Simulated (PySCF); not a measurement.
**Do core-level shifts follow atomic charges?**

Compound: C4H4FN.
Structure used (PBE0-D3(BJ)/def2-SVP), in Å, numbered top down from 1:
```xyz
10
C4H4FN angstrom
C     -1.545    0.106    0.054
C     -0.105   -0.052    0.358
F      0.141   -0.276    1.640
C      0.915    0.010   -0.514
C      2.273   -0.155   -0.132
N      3.390   -0.279    0.155
H     -1.708    0.301   -1.012
H     -2.090   -0.807    0.344
H     -1.963    0.936    0.645
H      0.699    0.194   -1.568
```

Binding energies: delta-SCF UKS SCAN, pcX-2 on the ionised atom, pcseg-1 elsewhere, spin-free X2C (PySCF 2.14.0). Charges: PBE0/pcSseg-1 ground-state density, for the ionised atom.

```tsv
atom	environment	C 1s (eV)	Mulliken (e)	IAO (e)	Hirshfeld (e)	ESP (e)
C4	alkene CH carbon	291.88	-0.272	-0.276	-0.073	-0.714
C1	allylic carbon	292.10	-0.252	-0.442	-0.110	-0.602
C5	nitrile carbon	292.23	+0.133	+0.139	+0.062	+0.558
C2	vinylic C–F carbon	293.92	+0.251	+0.359	+0.132	+0.573
```

Give the correlation coefficient and slope of binding energy on charge for each scheme.

Hirshfeld: r = 0.82, slope 6.7 eV per e; IAO: r = 0.80, slope 2.0 eV per e; Mulliken: r = 0.79, slope 2.8 eV per e; ESP: r = 0.68, slope 0.9 eV per e. On 4 points no scheme stands out.

The point-charge model writes a binding energy as kq + V + constant, with V the potential of the other atoms' charges at the site. What does it give with the Mulliken charges?

V = Σ 14.40 eV Å × q/r over all other atoms: +4.11 eV at C4, +6.07 eV at C1, -3.88 eV at C5, -3.94 eV at C2. Fitting binding energy − V to q gives k = 21.9 eV per e and leaves an rms residual of 0.83 eV, against 0.49 eV for the fit on q alone. The model has no term for differences in relaxation between sites.

Spin contamination (⟨S²⟩ against 0.75 for a pure doublet) is marked for C 1s of C2 (0.87), which makes this value less certain. Geometry: PBE0-D3(BJ)/def2-SVP; no solvent, vibrations or thermal averaging.
